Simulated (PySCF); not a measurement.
**UCCSD(T)/pc-1 run of AlNH2F (SMILES [NH2][Al][F])**

Aim: the vertical ionisation energy of AlNH2F at UCCSD(T)/pc-1, from 2 runs. 

Program for the calculation: PySCF 2.14.0.

### Step 1. The molecule

AlNH2F has 5 atoms, charge 0, and is taken as a doublet. SMILES: `[NH2][Al][F]`. Geometry: relaxed at PBE0-D4/def2-TZVP. This is one conformer, not always the lowest.

Bond lengths: N1–Al2 1.765 Å, Al2–F3 1.658 Å, N1–H4 1.007 Å, N1–H5 1.009 Å. Angles: N1–Al2–F3 117.4°, Al2–N1–H4 124.8°, Al2–N1–H5 124.2°, H4–N1–H5 111.0°.

### Step 2. A single-point energy at UCCSD(T)/pc-1

input.py reads:

```python
# [NH2][Al][F]
from pyscf import gto, cc

system = gto.M(
    atom='''
N       -0.384700       0.499000      -0.263800
Al       0.632000      -0.282800       0.949500
F        1.228700      -1.786800       0.590000
H       -0.804300       1.408300      -0.162700
H       -0.621700       0.088600      -1.154400
''',
    max_memory=1860,
    charge=0,
    verbose=3,
    basis='pc-1',
    spin=1,
)

calc0 = system.UHF()
calc0.conv_tol = 1e-10
calc0.kernel()
if not calc0.converged:
    calc0 = calc0.newton().run(calc0.mo_coeff, calc0.mo_occ)

mycc = cc.CCSD(calc0, frozen=7)
mycc.kernel()
e_t = mycc.ccsd_t()
energy = mycc.e_tot + e_t
print('Final energy', energy)
```

Run with:

```sh
$ OMP_NUM_THREADS=1 python input.py
```

Output:

```text
converged SCF energy = -397.002156312683  <S^2> = 0.75227701  2S+1 = 2.0022757
E(UCCSD) = -397.4178933700153  E_corr = -0.4157370573322228
UCCSD(T) correction = -0.00750440255369419
Final energy -397.42539777256906
```

Wall time 14 s (1 thread of Arm Neoverse V1, shared host); peak memory 0.36 GiB.

### Step 3. The singlet cation, same level

calc.py reads:

```python
from pyscf import gto, scf, cc

mol = gto.Mole()
mol.atom = '''
N     -0.726978     0.942973    -0.498510
Al     1.194307    -0.534415     1.794295
F      2.321906    -3.376563     1.114938
H     -1.519907     2.661301    -0.307458
H     -1.174843     0.167430    -2.181500
'''
mol.spin = 0
mol.charge = 1
mol.unit = 'bohr'
mol.max_memory = 1860
mol.basis = 'pc-1'
mol.verbose = 3
mol.build()

mf = scf.RHF(mol)
mf.conv_tol = 1e-10
mf.kernel()
if not mf.converged:
    mf = mf.newton().run(mf.mo_coeff, mf.mo_occ)

mycc = cc.CCSD(mf, frozen=7)
mycc.kernel()
e_t = mycc.ccsd_t()
e_final = mycc.e_tot + e_t
print('E = %.10f Eh' % e_final)
```

Run with:

```sh
$ OMP_NUM_THREADS=1 python calc.py
```

Output:

```text
converged SCF energy = -396.692215758586
E(CCSD) = -397.1109363539707  E_corr = -0.4187205953849231
CCSD(T) correction = -0.00860878307161311
E = -397.1195451370 Eh
```

It took 3.3 s on 1 thread of Arm Neoverse V1, shared host; peak memory 0.16 GiB.

### Step 4. What came out

At UCCSD(T)/pc-1, 7 core orbitals frozen:

| quantity | value |
| --- | --- |
| doublet AlNH2F: total energy | -397.42540 Eh |
| doublet AlNH2F: dipole moment (Hartree–Fock density) | 2.51 D |
| doublet AlNH2F: HOMO energy (Hartree–Fock orbitals) (highest over α and β) | -8.92 eV |
| doublet AlNH2F: LUMO energy (Hartree–Fock orbitals) (lowest over α and β) | 0.96 eV |
| doublet AlNH2F: correlation energy (7 core orbitals frozen) | -423.2 mEh |
| doublet AlNH2F: (T) correction | -7.50 mEh |
| doublet AlNH2F: ⟨S²⟩ of the reference determinant | 0.752 |
| doublet AlNH2F: T1 diagnostic | 0.015 |
| singlet cation: total energy | -397.11955 Eh |
| singlet cation: HOMO energy (Hartree–Fock orbitals) | -17.26 eV |
| singlet cation: LUMO energy (Hartree–Fock orbitals) | -7.93 eV |
| singlet cation: HOMO–LUMO gap (Hartree–Fock orbitals) | 9.33 eV |
| singlet cation: correlation energy (7 core orbitals frozen) | -427.3 mEh |
| singlet cation: (T) correction | -8.61 mEh |
| singlet cation: T1 diagnostic | 0.019 |
| vertical ionisation energy (to the singlet cation) | 8.323 eV |

**Reading.** Removing an electron at fixed nuclei costs 8.32 eV (803 kJ/mol). Only the singlet of the ionised species was computed; a triplet could lie lower. The triples (doublet AlNH2F) make up 1.8 % of the correlation energy. Mulliken charges (singlet cation) of the mean-field density run from -0.71 on N1 to +1.72 on Al2. The triples (singlet cation) make up 2.0 % of the correlation energy.
